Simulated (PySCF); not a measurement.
## Reproducing measurements on 1,3,4-thiadiazole

**The experiment to reproduce.**

NIST CCCBDB Release 22 (SRD 101), experimental dipoles lists, for the gas: dipole moment 3.28 ± 0.03 D.

The runs below try to reproduce these values; the comparison stands at the end.

Compound: 1,3,4-thiadiazole, C2H2N2S.
Numbering: `[cH:1]1[n:2][n:3][cH:4][s:5]1` (hydrogens: H6 on C1; H7 on C4)

Geometry (PBE0-D3(BJ)/def2-TZVP, Å), atoms numbered from 1 in this order:
```
atom  x, y, z in Å
C1     0.6896    0.2174    0.0902
N2     0.2190   -0.8309    0.6875
N3    -1.1315   -0.8364    0.7383
C4    -1.6538    0.2079    0.1778
S5    -0.5092    1.3040   -0.4702
H6     1.7470    0.3956   -0.0453
H7    -2.7196    0.3773    0.1219
```

Runs made with PySCF (gas phase, on this PBE0-D3(BJ)/def2-TZVP geometry; no spin–orbit coupling):

```json
{"level": "PBE0-D3(BJ)/def2-TZVP, grid level 2", "job": "geometry optimisation from a GFN2-xTB start shaken at random", "basis functions": "173", "wall time": "88 s"}
{"level": "B97-2/pcSseg-2", "job": "shieldings, ring-centre shieldings", "basis functions": "215", "wall time": "25 s"}
{"level": "KT3/pcSseg-2", "job": "shieldings, ring-centre shieldings", "basis functions": "215", "wall time": "33 s"}
{"level": "PBE0/pcSseg-2", "job": "shieldings, ring-centre shieldings, charges and field gradients", "basis functions": "215", "wall time": "29 s"}
{"level": "wB97X-D/pcSseg-2", "job": "shieldings, ring-centre shieldings", "basis functions": "215", "wall time": "33 s"}
{"level": "CAM-B3LYP/aug-cc-pVTZ", "job": "10 singlets by full TDDFT, 4 Tamm–Dancoff triplets, polarisability", "basis functions": "280", "wall time": "58 s"}
{"level": "PBE0/aug-cc-pVTZ", "job": "10 singlets by full TDDFT, 4 Tamm–Dancoff triplets, polarisability, dynamic polarisability", "basis functions": "280", "wall time": "56 s"}
{"level": "wB97X-D/aug-cc-pVTZ", "job": "10 singlets by full TDDFT, 4 Tamm–Dancoff triplets, polarisability, ΔSCF ions", "basis functions": "280", "wall time": "3.3 min"}
```

Hardware: an Arm Neoverse N1 with one thread, no GPU, on a shared host.

## Comparison

**Dipole moment.** Measured: 3.28 D (NIST CCCBDB Release 22 (SRD 101), experimental dipoles).

```tsv
level	computed (D)	computed − measured (D)	% (from the printed values)
PBE0-D3(BJ)/def2-TZVP	3.32	+0.04	+1
B97-2/pcSseg-2	3.32	+0.04	+1
KT3/pcSseg-2	3.07	-0.21	-6
PBE0/pcSseg-2	3.36	+0.08	+2
wB97X-D/pcSseg-2	3.46	+0.18	+5
CAM-B3LYP/aug-cc-pVTZ	3.52	+0.24	+7
PBE0/aug-cc-pVTZ	3.34	+0.06	+2
wB97X-D/aug-cc-pVTZ	3.44	+0.16	+5
```

The computed dipoles belong to one fixed geometry; measured ones are averaged over vibrations unless marked μe. Magnitudes are compared, not signs.

No measured geometry was used, and the causes of the misses weren't examined.
